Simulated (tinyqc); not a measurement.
Inside a calculation (part 2 of 2). Method: RKS/PBE in the sto-3g basis, for H2O, spin multiplicity 1. Computed by tinyqc, a small Python program that keeps every step (integrals from PySCF). Command: `OMP_NUM_THREADS=1 python tinyqc.py 24773 24774 out.jsonl` (the two numbers bound the seeds that draw the settings). One thread of a shared host (Intel(R) Xeon(R) Processor @ 2.60GHz), about 0.6 s of CPU time with the checks.

Geometry (angstrom):
```
atom        x         y        z
O     0.00000   0.00000  0.00000
H     0.00000   0.94700  0.58800
H     0.00000  -0.94700  0.58800
```

## Iteration 2: diagonalisation and new density

Kohn-Sham matrix F (hartree), order 1O 1s, 1O 2s, 1O 2px, 1O 2py, 1O 2pz, 2H 1s, 3H 1s:
$$\begin{pmatrix}
-18.11218 & -4.69894 & 0.00342 & 0.00403 & -0.01670 & -0.74496 & -0.74530 \\
-4.69894 & -1.77600 & 0.01421 & 0.04348 & -0.12366 & -0.52497 & -0.55696 \\
0.00342 & 0.01421 & 0.06853 & 0.00201 & 0.00389 & 0.00398 & 0.00332 \\
0.00403 & 0.04348 & 0.00201 & -0.04974 & -0.00310 & -0.18062 & 0.23367 \\
-0.01670 & -0.12366 & 0.00389 & -0.00310 & 0.01892 & -0.14679 & -0.16340 \\
-0.74496 & -0.52497 & 0.00398 & -0.18062 & -0.14679 & -0.21349 & -0.15245 \\
-0.74530 & -0.55696 & 0.00332 & 0.23367 & -0.16340 & -0.15245 & -0.37486
\end{pmatrix}$$

X, order 1O 1s, 1O 2s, 1O 2px, 1O 2py, 1O 2pz, 2H 1s, 3H 1s:
$$\begin{pmatrix}
-0.35819 & 0.00000 & 0.72984 & 0.00000 & -0.60665 & 0.00000 & 0.19532 \\
1.04308 & 0.00000 & -0.25707 & 0.00000 & -0.27034 & 0.00000 & 0.46868 \\
0.00000 & 0.00000 & 0.00000 & 1.00000 & 0.00000 & 0.00000 & 0.00000 \\
0.00000 & 0.89118 & 0.00000 & 0.00000 & 0.00000 & 0.66213 & 0.00000 \\
0.41653 & 0.00000 & 0.66418 & 0.00000 & 0.65492 & 0.00000 & 0.18897 \\
-0.65299 & -0.75060 & -0.19366 & 0.00000 & 0.15935 & 0.39307 & 0.38103 \\
-0.65299 & 0.75060 & -0.19366 & 0.00000 & 0.15935 & -0.39307 & 0.38103
\end{pmatrix}$$

Diagonalise F' = X^T F X, C = X C', fill 5 alpha and 5 beta electrons from the bottom; D = 2 C_occ C_occ^T. Each column has its largest component positive (the first on a tie).

F' = X^T F X (hartree):
$$\begin{pmatrix}
-0.27946 & 0.05606 & 1.82329 & 0.01044 & -1.64482 & -0.02034 & 0.68903 \\
0.05606 & 0.35505 & 0.00283 & 0.00130 & -0.02775 & 0.11505 & -0.02346 \\
1.82329 & 0.00283 & -7.60763 & 0.00001 & 7.81358 & -0.02470 & -3.92905 \\
0.01044 & 0.00130 & 0.00001 & 0.06853 & -0.00221 & 0.00159 & 0.01085 \\
-1.64482 & -0.02775 & 7.81358 & -0.00221 & -7.97778 & 0.00575 & 4.11357 \\
-0.02034 & 0.11505 & -0.02470 & 0.00159 & 0.00575 & -0.28125 & 0.05833 \\
0.68903 & -0.02346 & -3.92905 & 0.01085 & 4.11357 & 0.05833 & -2.74648
\end{pmatrix}$$

orbital energies (hartree): MO1 -18.12352, MO2 -0.68165, MO3 -0.29934, MO4 -0.05272, MO5 0.06864, MO6 0.23067, MO7 0.38890

coefficients C, order 1O 1s, 1O 2s, 1O 2px, 1O 2py, 1O 2pz, 2H 1s, 3H 1s:
$$\begin{pmatrix}
0.99313 & -0.21953 & 0.05433 & -0.14170 & -0.00446 & -0.09024 & -0.03806 \\
0.02958 & 0.77175 & -0.22899 & 0.68387 & 0.01372 & 0.53559 & 0.20786 \\
-0.00021 & -0.01633 & 0.01091 & -0.02840 & 0.99874 & 0.03478 & 0.01061 \\
-0.00032 & -0.07270 & -0.47751 & -0.15940 & -0.00139 & -0.26477 & 0.95069 \\
0.00317 & 0.15460 & -0.02455 & -0.60528 & -0.04427 & 0.81887 & 0.12600 \\
-0.00601 & 0.15001 & -0.45334 & -0.40793 & 0.02173 & -0.48536 & -0.84963 \\
-0.00620 & 0.29690 & 0.57634 & -0.44850 & 0.00576 & -0.71574 & 0.46750
\end{pmatrix}$$

D after iteration 2, order 1O 1s, 1O 2s, 1O 2px, 1O 2py, 1O 2pz, 2H 1s, 3H 1s:
$$\begin{pmatrix}
2.11511 & -0.49890 & 0.00708 & 0.02457 & 0.10768 & -0.01166 & 0.04701 \\
-0.49890 & 2.23355 & -0.04166 & -0.11161 & -0.57904 & -0.11854 & -0.41933 \\
0.00708 & -0.04166 & 1.99736 & -0.00176 & -0.05963 & 0.05179 & 0.03986 \\
0.02457 & -0.11161 & -0.00176 & 0.51742 & 0.19405 & 0.54113 & -0.45061 \\
0.10768 & -0.57904 & -0.05963 & 0.19405 & 0.78568 & 0.56050 & 0.60589 \\
-0.01166 & -0.11854 & 0.05179 & 0.54113 & 0.56050 & 0.78987 & -0.06725 \\
0.04701 & -0.41933 & 0.03986 & -0.45061 & 0.60589 & -0.06725 & 1.24306
\end{pmatrix}$$

## Convergence

Stop when the energy changes by less than 1e-10 hartree and every element of the error matrix X^T (F D S - S D F) X is below 3e-06.

Course of the cycle:
```
iteration  E (hartree)     change  largest element of the error matrix
1          -73.5388993          -                             3.36e+00
2          -74.9932529  -1.45e+00                             2.13e-01
3          -74.9674489   2.58e-02                             3.51e-01
4          -74.9159959   5.15e-02                             4.92e-01
5          -74.7048203   2.11e-01                             6.76e-01
6          -74.6026909   1.02e-01                             7.88e-01
7          -74.3257694   2.77e-01                             8.91e-01
8          -74.3790407  -5.33e-02                             8.82e-01
9          -74.1991891   1.80e-01                             9.36e-01
10         -74.3279651  -1.29e-01                             8.94e-01
11         -74.1793557   1.49e-01                             9.42e-01
12         -74.3206672  -1.41e-01                             8.96e-01
13         -74.1767436   1.44e-01                             9.42e-01
14         -74.3197189  -1.43e-01                             8.96e-01
...                ...        ...                                  ...
44         -74.3195794  -1.43e-01                             8.96e-01
45         -74.1763588   1.43e-01                             9.43e-01
46         -74.3195794  -1.43e-01                             8.96e-01
47         -74.1763588   1.43e-01                             9.43e-01
48         -74.3195794  -1.43e-01                             8.96e-01
49         -74.1763588   1.43e-01                             9.43e-01
50         -74.3195794  -1.43e-01                             8.96e-01
51         -74.1763588   1.43e-01                             9.43e-01
52         -74.3195794  -1.43e-01                             8.96e-01
53         -74.1763588   1.43e-01                             9.43e-01
54         -74.3195794  -1.43e-01                             8.96e-01
55         -74.1763588   1.43e-01                             9.43e-01
56         -74.3195794  -1.43e-01                             8.96e-01
57         -74.1763588   1.43e-01                             9.43e-01
```

PySCF RKS in the same basis, fine grid = -75.2133477 hartree

Not converged within the cap of 57 iterations: the residual has stopped falling: the iteration swings between two states. Reruns (cap 100 unless said): DIIS 8: converged in 9; damping 0.5: converged in 35; level shift 0.5: converged in 22; atomic densities as start, DIIS 8: converged in 7; the original settings with a cap of 400: not converged.
